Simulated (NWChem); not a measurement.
## Dipole moment of CS

```
C
S 1 1.5389
```
Charge 0, spin multiplicity 1.

Program: NWChem. The geometry was optimised at B3LYP/def2-SVP, a minimum by its harmonic frequencies.

Basis set: 6-31G*. The CCSD dipole comes from the Λ equations, without orbital relaxation.

The correlated methods keep 6 core orbitals frozen. B3LYP has NWChem's definition, with VWN1-RPA local correlation. The Pople sets run with spherical d functions. The structure started from a generated list of species. Coupled-cluster values serve here as a point of comparison, not as the truth.

One of these methods gave a dipole moment of 1.83 D. Which?
A. BHandHLYP
B. CCSD
C. HF

B, CCSD. The others give 1.46 (BHandHLYP), 1.24 (HF).
